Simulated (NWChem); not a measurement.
# PNH4 (SMILES N=[PH3]): rSCAN-D3(BJ)/SBKJC-VDZ (core potential)

What is the energy difference between two shapes of PNH4 at rSCAN-D3(BJ)/SBKJC-VDZ (core potential)? 

Program for the calculation: NWChem 7.3.0.

3 further runs of the same task are left out: 1 that didn't finish, 2 set aside as unsound or not needed.

**1. The system as given**

The species is PNH4 (6 atoms), meant as a singlet with charge 0. SMILES: `N=[PH3]`. The shape is that of a GFN2-xTB optimisation.

Bond lengths: N1–P2 1.541 Å, N1–H3 1.008 Å, P2–H4 1.400 Å, P2–H5 1.400 Å, P2–H6 1.376 Å. Angles: N1–P2–H4 122.7°, N1–P2–H5 122.7°, N1–P2–H6 107.3°, P2–N1–H3 115.5°, H4–P2–H5 97.9°, H4–P2–H6 101.3°, H5–P2–H6 101.2°.

**2. Energy and forces at rSCAN-D3(BJ)/SBKJC-VDZ (core potential)**

h4np.nw

```
start h4np
title "H4NP rSCAN"
memory total 2200 mb

geometry units angstroms noautosym nocenter noautoz
  N     0.614450   -0.712610    0.868100
  P    -0.156770    0.225050   -0.081540
  H     1.035260   -1.519270    0.433750
  H    -1.299680   -0.179570   -0.781270
  H     0.465280    0.930830   -1.118320
  H    -0.658550    1.255570    0.679280
end

basis "ao basis" spherical
  * library "sbkjc vdz ecp"
end

ecp
  N library "sbkjc ecp"
  P library "sbkjc ecp"
end

dft
  xc rscan
  mult 1
  disp vdw 4
  grid medium
  print medium
end

task dft gradient
```

The run is started by

```sh
nwchem h4np.nw > h4np.out
```

The log of the run, shortened:

```text
[...]
          Wavefunction type:  closed shell.
          No. of atoms     :     6
          No. of electrons :    14
[...]
          Charge           :     0
          Spin multiplicity:     1
[...]
          AO basis - number of functions:    24
[...]
              XC Information
              --------------
                        rSCAN Method XC Functional
                 rSCAN metaGGA Exchange Functional  1.000
                       rSCAN Correlation Potential  1.000
[...]
 d= 0,ls=0.0,diis     1    -18.5481179165 -4.11D+01  1.59D-01  5.77D-01     0.4
[...]
 d= 0,ls=0.0,diis     8    -18.6474471678  3.21D-09  8.61D-06  3.21D-08     2.3
         Total DFT energy =      -18.647447167767
      One electron energy =      -72.346583539635
           Coulomb energy =       36.797532435245
    Exchange-Corr. energy =       -5.663521836520
 Nuclear repulsion energy =       22.566087180605
    Dispersion correction =       -0.000961407462
[...]
  wavefunction    = closed shell
                         DFT ENERGY GRADIENTS
    atom               coordinates                        gradient
                 x          y          z           x          y          z
   1 N       1.161142  -1.346638   1.640471   -0.052017   0.061907  -0.068572
   2 P      -0.296252   0.425283  -0.154088    0.038252  -0.048763   0.040250
   3 H       1.956358  -2.871004   0.819669   -0.012202   0.018915  -0.001682
   4 H      -2.456039  -0.339338  -1.476386    0.027618   0.007895   0.017753
   5 H       0.879252   1.759014  -2.113318   -0.013144  -0.017676   0.025529
   6 H      -1.244479   2.372683   1.283653    0.011492  -0.022278  -0.013278
[...]
```

Wall time 3.6 s (1 thread of Intel Xeon Platinum 8259CL at 2.50GHz (Skylake/Cascade Lake), shared host); peak memory 0.12 GiB.

**3. The distorted shape**

h4np.sdf

```

     RDKit          3D

  6  5  0  0  0  0  0  0  0  0999 V2000
    0.6349   -0.6592    0.8223 N   0  0  0  0  0  0  0  0  0  0  0  0
   -0.0619    0.2151   -0.0491 P   0  0  0  0  0  5  0  0  0  0  0  0
    0.9653   -1.5838    0.3483 H   0  0  0  0  0  0  0  0  0  0  0  0
   -1.2911   -0.1842   -0.8330 H   0  0  0  0  0  0  0  0  0  0  0  0
    0.4416    1.0130   -1.1273 H   0  0  0  0  0  0  0  0  0  0  0  0
   -0.6912    1.2753    0.7161 H   0  0  0  0  0  0  0  0  0  0  0  0
  2  1  2  0
  3  1  1  0
  4  2  1  0
  5  2  1  0
  6  2  1  0
M  END
$$$$
```

run.py

```python
from ase.io import read
from ase.calculators.nwchem import NWChem

atoms = read('h4np.sdf')

calc = NWChem(
    label='h4np',
    theory='dft',
    memory='2200 mb',
    basis='"sbkjc vdz ecp"',
    basispar='spherical',
    ecp={'N library': '"sbkjc ecp"', 'P library': '"sbkjc ecp"'},
    dft={'xc': 'rscan', 'mult': '1', 'disp': 'vdw 4', 'grid': 'medium'},
)
atoms.calc = calc

forces = atoms.get_forces()
e = atoms.get_potential_energy()
print(f"E = {e:.6f} eV")
print("forces (eV/A):")
for s, f in zip(atoms.symbols, forces):
    print(f"{s:2s} {f[0]:10.5f} {f[1]:10.5f} {f[2]:10.5f}")
print("dipole (e A):", atoms.get_dipole_moment().round(4))
```

The run is started by

```sh
export ASE_NWCHEM_COMMAND="nwchem PREFIX.nwi > PREFIX.nwo"
python run.py
```

The log of the run:

```text
E = -506.105571 eV
forces (eV/A):
N     8.73609  -12.56179    7.36919
P    -9.61809   10.54985   -8.67166
H    -0.12362    1.60216    1.96813
H     0.09667   -0.16882    0.10212
H     0.79504    0.49864   -0.70320
H     0.11390    0.07996   -0.06469
dipole (e A): [-0.1784  0.1127 -0.5605]
```

The calculator wrote h4np.nwi:

```
title "h4np"

permanent_dir h4np

scratch_dir h4np

start h4np

geometry units angstrom nocenter noautosym noautoz
  N  6.3490000000000002e-01 -6.5920000000000001e-01 8.2230000000000003e-01
  P  -6.1899999999999997e-02 2.1510000000000001e-01 -4.9099999999999998e-02
  H  9.6530000000000005e-01 -1.5838000000000001e+00 3.4830000000000000e-01
  H  -1.2910999999999999e+00 -1.8420000000000000e-01 -8.3299999999999996e-01
  H  4.4159999999999999e-01 1.0129999999999999e+00 -1.1273000000000000e+00
  H  -6.9120000000000004e-01 1.2753000000000001e+00 7.1609999999999996e-01
end

memory 2200 mb

basis spherical noprint
   * library "sbkjc vdz ecp"
end

ecp
  N library "sbkjc ecp"
  P library "sbkjc ecp"
end
dft
  xc rscan
  mult 1
  disp vdw 4
  grid medium
end

task dft gradient
```

h4np.nwo, shortened:

```text
[...]
          Wavefunction type:  closed shell.
          No. of atoms     :     6
          No. of electrons :    14
[...]
          Charge           :     0
          Spin multiplicity:     1
[...]
          AO basis - number of functions:    24
[...]
              XC Information
              --------------
                        rSCAN Method XC Functional
                 rSCAN metaGGA Exchange Functional  1.000
                       rSCAN Correlation Potential  1.000
[...]
 d= 0,ls=0.0,diis     1    -18.5101691338 -4.14D+01  1.23D-01  5.29D-01     0.4
[...]
 d= 0,ls=0.0,diis     9    -18.5990368264 -7.85D-09  2.36D-06  2.25D-09     2.5
         Total DFT energy =      -18.599036826374
      One electron energy =      -72.754414489160
           Coulomb energy =       36.948011354152
    Exchange-Corr. energy =       -5.651470923551
 Nuclear repulsion energy =       22.859798198577
    Dispersion correction =       -0.000960966392
[...]
  wavefunction    = closed shell
                         DFT ENERGY GRADIENTS
    atom               coordinates                        gradient
                 x          y          z           x          y          z
   1 N       1.199787  -1.245707   1.553922   -0.169890   0.244288  -0.143308
   2 P      -0.116974   0.406480  -0.092786    0.187042  -0.205162   0.168637
   3 H       1.824152  -2.992948   0.658192    0.002404  -0.031157  -0.038274
   4 H      -2.439825  -0.348088  -1.574142   -0.001880   0.003283  -0.001986
   5 H       0.834503   1.914292  -2.130288   -0.015461  -0.009697   0.013675
   6 H      -1.306179   2.409968   1.353233   -0.002215  -0.001555   0.001258
[...]
```

It took 4.8 s on 1 thread of Intel Xeon Platinum 8259CL at 2.50GHz (Skylake/Cascade Lake), shared host; peak memory 0.12 GiB.

**4. Outcome**

Level: rSCAN-D3(BJ)/SBKJC-VDZ (core potential).

| quantity | value |
| --- | --- |
| first shape: total energy | -18.64745 Eh |
| first shape: dipole moment | 3.74 D |
| first shape: HOMO energy | -5.31 eV |
| first shape: LUMO energy | 0.19 eV |
| first shape: HOMO–LUMO gap | 5.50 eV |
| first shape: dispersion energy | -2.52 kJ/mol |
| first shape: largest force on an atom | 5.452 eV/Å |
| distorted shape: total energy | -18.59904 Eh |
| distorted shape: dipole moment | 2.88 D |
| distorted shape: HOMO energy | -5.94 eV |
| distorted shape: LUMO energy | 0.08 eV |
| distorted shape: HOMO–LUMO gap | 6.02 eV |
| distorted shape: dispersion energy | -2.52 kJ/mol |
| distorted shape: largest force on an atom | 16.983 eV/Å |
| energy change with the atoms displaced | 1.317 eV |

**Reading.** With the atoms displaced the energy rises by 1.32 eV (30 kcal/mol). The first shape isn't relaxed at this level, so the change isn't measured from a minimum. The largest force (first shape) is 5.45 eV/Å: the shape isn't a stationary point for this species at this level.
